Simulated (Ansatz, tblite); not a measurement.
# SiH2Me(OMe) (C2H8OSi): a ladder of methods and basis sets

How do method and basis change the picture of SiH2Me(OMe) (C2H8OSi) (singlet)?

Computed with Ansatz 0.2.0, Gaussian basis. Level: as each input shows.

The runs, in order: GFN1-xTB, GFN2-xTB, PBE-D4/def2-TZVP, r2SCAN-D4/def2-TZVP, LDA/def2-TZVP, HF/def2-TZVP, r2SCANh-D4/def2-TZVP, PBE-D4/def2-SVP, PBE0-D4/def2-SVP, HF/STO-3G, CCSD(T)/def2-TZVP, RPA/def2-TZVP.

2 further runs of the same task are left out: 2 set aside as unsound or not needed.

### Step 1. The relaxed structure

The geometry is that of the singlet, from an earlier relaxation (PBE0-D4/def2-SVP).

12 atoms, charge 0, spin multiplicity 1.

Bond lengths: C1–Si4 1.862 Å, C1–H7 1.101 Å, C1–H8 1.100 Å, C1–H9 1.100 Å, C2–O3 1.398 Å, C2–H10 1.107 Å, C2–H11 1.101 Å, C2–H12 1.107 Å, O3–Si4 1.667 Å, Si4–H5 1.500 Å, Si4–H6 1.500 Å. Angles: Si4–C1–H7 110.6°, Si4–C1–H8 110.6°, Si4–C1–H9 110.6°, H7–C1–H8 108.3°, H7–C1–H9 108.3°, H8–C1–H9 108.3°, O3–C2–H10 112.2°, O3–C2–H11 108.9°, O3–C2–H12 112.2°, H10–C2–H11 107.8°, H10–C2–H12 107.8°, H11–C2–H12 107.8°, C2–O3–Si4 124.2°, C1–Si4–O3 107.3°, C1–Si4–H5 111.2°, C1–Si4–H6 111.2°, O3–Si4–H5 109.9°, O3–Si4–H6 109.8° and more.

As a file:

```mol
C2H8OSi
  3D, bonds by distance, orders not assigned

 12 11  0  0  0  0  0  0  0  0999 V2000
   -0.5866    1.9684   -0.4636 C   0  0
    0.0900   -2.1363    0.1139 C   0  0
   -0.3541   -0.8567   -0.2307 O   0  0
    0.3847    0.5548    0.2614 Si  0  0
    0.4055    0.6238    1.7600 H   0  0
    1.8083    0.5760   -0.2120 H   0  0
   -0.1436    2.9335   -0.1720 H   0  0
   -1.6282    1.9448   -0.1092 H   0  0
   -0.5950    1.9095   -1.5624 H   0  0
    1.1191   -2.3320   -0.2426 H   0  0
   -0.5740   -2.8818   -0.3503 H   0  0
    0.0738   -2.3039    1.2076 H   0  0
  1  4  8  0
  1  7  8  0
  1  8  8  0
  1  9  8  0
  2  3  8  0
  2 10  8  0
  2 11  8  0
  2 12  8  0
  3  4  8  0
  4  5  8  0
  4  6  8  0
M  END
```

PBE0-D4/def2-TZVP was run before; its log isn't repeated, and its numbers join the tables.

### Step 2. GFN1-xTB

Tight binding, by tblite at 300 K electronic temperature and without a spin-polarisation term:

```python
tblite.interface.Calculator('GFN1-xTB', numbers, positions, charge=0, uhf=0).singlepoint()
```

Energy -412.7866 eV, HOMO -11.76 eV, LUMO -4.55 eV; 0.01 s.

### Step 3. GFN2-xTB

Tight binding, by tblite at 300 K electronic temperature and without a spin-polarisation term:

```python
tblite.interface.Calculator('GFN2-xTB', numbers, positions, charge=0, uhf=0).singlepoint()
```

Energy -386.1653 eV, HOMO -11.00 eV, LUMO -4.51 eV; 0.007 s.

### Step 4. PBE-D4/def2-TZVP

start.molden holds the orbitals of an earlier run on this state, given as this run's starting guess.

File in.yaml:

```yaml
crystal:
  periodic: [false, false, false]
  atoms:
    - {symbol: C, position_ang: [-0.586646, 1.968378, -0.463604]}
    - {symbol: C, position_ang: [0.090024, -2.136278, 0.113926]}
    - {symbol: O, position_ang: [-0.354147, -0.856717, -0.230706]}
    - {symbol: Si, position_ang: [0.384738, 0.554793, 0.261391]}
    - {symbol: H, position_ang: [0.405492, 0.623799, 1.760047]}
    - {symbol: H, position_ang: [1.808312, 0.575998, -0.212039]}
    - {symbol: H, position_ang: [-0.143625, 2.933453, -0.172047]}
    - {symbol: H, position_ang: [-1.628198, 1.944846, -0.109202]}
    - {symbol: H, position_ang: [-0.594971, 1.909541, -1.562447]}
    - {symbol: H, position_ang: [1.119136, -2.332045, -0.242625]}
    - {symbol: H, position_ang: [-0.573976, -2.881819, -0.350299]}
    - {symbol: H, position_ang: [0.073848, -2.303939, 1.207585]}
basis:
  gaussian: {orbitals: def2-TZVP, initial_orbitals: start.molden}
hamiltonian: {xc: pbe, dispersion: d4}
scf: {omitted_lower_state_checks: [starts]}
output: {forces: true, orbitals: {seedname: orbitals}}
```

Command:

```
ansatz run in.yaml --threads 2 --pin off --events-out ev --progress --plain --max-ram 4352MiB
```

The runs that follow: r2SCAN-D4/def2-TZVP; LDA/def2-TZVP; HF/def2-TZVP; r2SCANh-D4/def2-TZVP; PBE-D4/def2-SVP; PBE0-D4/def2-SVP; HF/STO-3G; CCSD(T)/def2-TZVP; RPA/def2-TZVP.

**Question.** What will the summary of the whole plan be? Wanted: gap in def2-TZVP, named functionals and Hartree-Fock, smallest and largest; correlation energy, CCSD(T)/def2-TZVP; binding an atom, CCSD(T)/def2-TZVP; PBE0 total energy, smallest basis above largest.

**Answer**, as computed:

| quantity | value |
| --- | --- |
| gap in def2-TZVP, named functionals and Hartree-Fock, smallest and largest | 6.09 eV (LDA), 15.20 eV (HF) |
| correlation energy, CCSD(T)/def2-TZVP | -21.01 eV |
| binding an atom, CCSD(T)/def2-TZVP | 3.656 eV |
| PBE0 total energy, smallest basis above largest | 7.74 eV (def2-SVP, def2-TZVP) |

In words: Orbital gaps of the named functionals and Hartree-Fock in def2-TZVP span 6.09 eV (LDA) to 15.20 eV (HF); exact exchange widens it. A small miss in a minimal or small basis is a cancelling of errors, not accuracy. The functionals in def2-TZVP miss CCSD(T)/def2-TZVP by +0.114 (r2SCANh-D4) to +0.601 eV (LDA) an atom. CCSD(T)/def2-TZVP isn't at the basis-set limit; small misses against it rank nothing.
